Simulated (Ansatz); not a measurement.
Geometry optimisation, Ansatz, UHF/6-31G.

Input file:

```yaml
crystal:
  periodic: [false, false, false]
  atoms:
    - { symbol: C, position_ang: [-0.7345, 1.0857, -0.6551] }
    - { symbol: S, position_ang: [0.852, 0.6255, -0.5011] }
    - { symbol: C, position_ang: [0.6117, -0.8661, 0.4791] }
    - { symbol: H, position_ang: [-1.5223, 0.5798, -0.226] }
    - { symbol: H, position_ang: [-1.0063, 2.0223, -1.2469] }
    - { symbol: H, position_ang: [0.174, -0.6124, 1.4495] }
    - { symbol: H, position_ang: [1.6502, -1.3115, 0.6914] }
    - { symbol: H, position_ang: [0.0672, -1.5804, -0.0466] }
magnetization:
  spin_polarized: true
  initial_magnetization: 1
basis:
  gaussian: { orbitals: "6-31G" }
hamiltonian:
  xc: hf
relax:
  f_tol: 0.02
  max_steps: 40
```

Command:

```bash
$ ansatz run input.yaml --threads 1 --pin off --max-ram 2048MiB --backend cpu --events-out ev --progress --plain --runs-dir out
```

**Question.** Where does it end, and by what steps?

**Answer.** It converged. The force dipped under the threshold on the way, but the program's further checks kept it going. Limits of this set-up: no polarisation functions. After 9 steps the energy has fallen by 0.586 eV; H4 moved furthest, 0.26 Å.

| step | energy less start (eV) | largest force component (eV/Å) | accepted |
| --- | --- | --- | --- |
| 0 | 0.0000 | 4.321 | yes |
| 1 | -0.4733 | 2.078 | yes |
| 2 | -0.4931 | 0.844 | yes |
| 3 | -0.5763 | 0.240 | yes |
| 4 | -0.5738 | 0.562 | no |
| 5 | -0.5846 | 0.083 | yes |
| 6 | -0.5856 | 0.022 | yes |
| 7 | -0.5861 | 0.010 | yes |
| 8 | -0.5863 | 0.023 | yes |
| 9 | -0.5863 | 0.004 | yes |

```xyz
8
Properties=species:S:1:pos:R:3
C -0.826 1.134 -0.726
S 0.890 0.663 -0.456
C 0.672 -0.926 0.508
H -1.590 0.773 -0.068
H -1.002 1.965 -1.377
H 0.141 -0.730 1.426
H 1.663 -1.288 0.730
H 0.143 -1.648 -0.092
```

Whether the end is a true minimum wasn't checked by a vibrational analysis.

The run took 9 s on 1 thread of Arm Neoverse V1, on a shared host, peak memory 0.092 GiB.
